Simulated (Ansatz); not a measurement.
# BH5NP, SMILES NBP: vertical and adiabatic energies of changing the electron count

Program: Ansatz 0.2.0 through its Python package.

Contents of `bh5np.xyz`:
```text
8

N     1.06330    0.57520    0.16970
B     0.16830   -0.60940   -0.15690
P    -1.74930   -0.40400   -0.13680
H     1.69380    0.71560   -0.65110
H     1.66520    0.28920    0.97390
H     0.64450   -1.65760   -0.42360
H    -1.72460    0.81720   -0.92330
H    -1.76110    0.27370    1.14820
```

`adiabatic.py`:
```python
from dataclasses import dataclass
import itertools

import ansatz as az
from ase.data import atomic_numbers, covalent_radii
import numpy as np


@dataclass(frozen=True)
class RunConfig:
    basis: str = "6-31G*"
    functional: str = "pbe0"
    dispersion: str = "d3bj"
    net_charge: int = 1


settings = RunConfig()


def main() -> None:
    molecule = az.Crystal.molecule_from_extxyz("bh5np.xyz")

    calc = (
        molecule.calculation()
        .basis(gaussian=settings.basis)
        .functional(settings.functional, dispersion=settings.dispersion)
        .scf(lower_state_search="off")
    )
    symbols = [site.symbol for site in molecule.cartesian_sites]
    start = np.array([site.position_ang for site in molecule.cartesian_sites], dtype=float)
    data = calc.relax(force_tolerance=0.01, max_steps=100).run(threads=1, pin="off").report
    end = np.array(data["positions_ang"])

    minimum = az.Crystal.molecule()
    for symbol, place in zip(symbols, end):
        minimum = minimum.atom(symbol, place.tolist())
    ion = minimum.calculation()
    ion = ion.basis(gaussian=settings.basis).functional(settings.functional, dispersion=settings.dispersion)
    ion = ion.scf(lower_state_search="off").charge(settings.net_charge)
    ion = ion.spin("collinear", total=1)
    vertical = ion.run(threads=1, pin="off").report
    settled = ion.relax(force_tolerance=0.01, max_steps=80).run(threads=1, pin="off").report
    print(f"vertical ionisation energy   {vertical['free_energy_ev'] - data['free_energy_ev']:.3f} eV")
    print(f"adiabatic, no zero point     {settled['free_energy_ev'] - data['free_energy_ev']:.3f} eV")
    print(f"relaxation energy of the ion {vertical['free_energy_ev'] - settled['free_energy_ev']:.3f} eV")
    ionised = np.array(settled["positions_ang"])
    radius = [covalent_radii[atomic_numbers[s]] for s in symbols]
    span = lambda where, i, j: np.linalg.norm(where[i] - where[j])
    bonded = [(i, j) for i, j in itertools.combinations(range(len(symbols)), 2) if min(span(end, i, j), span(ionised, i, j)) < 1.2 * (radius[i] + radius[j])]
    print("pair        before    after (A)")
    for i, j in bonded:
        print(f"{symbols[i]}{i}-{symbols[j]}{j}".ljust(10), f"{span(end, i, j):8.4f} {span(ionised, i, j):8.4f}")
    for first, second in list(itertools.combinations(bonded, 2)):
        shared = set(first) & set(second)
        if shared and symbols[(j := shared.pop())] != "H":
            i, k = sorted((set(first) | set(second)) - {j})
            u, v = ionised[i] - ionised[j], ionised[k] - ionised[j]
            angle = np.degrees(np.arccos(np.clip(u @ v / np.linalg.norm(u) / np.linalg.norm(v), -1, 1)))
            print(f"final angle {symbols[i]}{i}-{symbols[j]}{j}-{symbols[k]}{k}: {angle:.2f} deg")


if __name__ == "__main__":
    main()
```

```console
$ python adiabatic.py
vertical ionisation energy   9.126 eV
adiabatic, no zero point     8.460 eV
relaxation energy of the ion 0.666 eV
pair        before    after (A)
N0-B1        1.3915   1.3714
N0-H3        1.0096   1.0130
N0-H4        1.0093   1.0157
B1-P2        1.9269   1.9376
B1-H5        1.1994   1.1871
P2-H6        1.4233   1.4047
P2-H7        1.4194   1.4012
final angle B1-N0-H3: 127.40 deg
final angle B1-N0-H4: 119.94 deg
final angle N0-B1-P2: 118.88 deg
final angle N0-B1-H5: 126.77 deg
final angle H3-N0-H4: 112.66 deg
final angle P2-B1-H5: 114.35 deg
final angle B1-P2-H6: 123.94 deg
final angle B1-P2-H7: 119.44 deg
final angle H6-P2-H7: 108.63 deg
```

Caveats:
- The settings weren't tested for convergence.
- The energies are electronic: no zero-point or thermal terms, and the basis set is short of its limit. The product may relax into another structure. The relaxation finds the nearest minimum, so the adiabatic value is an upper bound.
- Timing: 56 s on 1 thread of Arm Neoverse V1, with other jobs on the host, peak memory 0.2 GiB.

(Lines on the test bed's own set-up are left out of the output.)
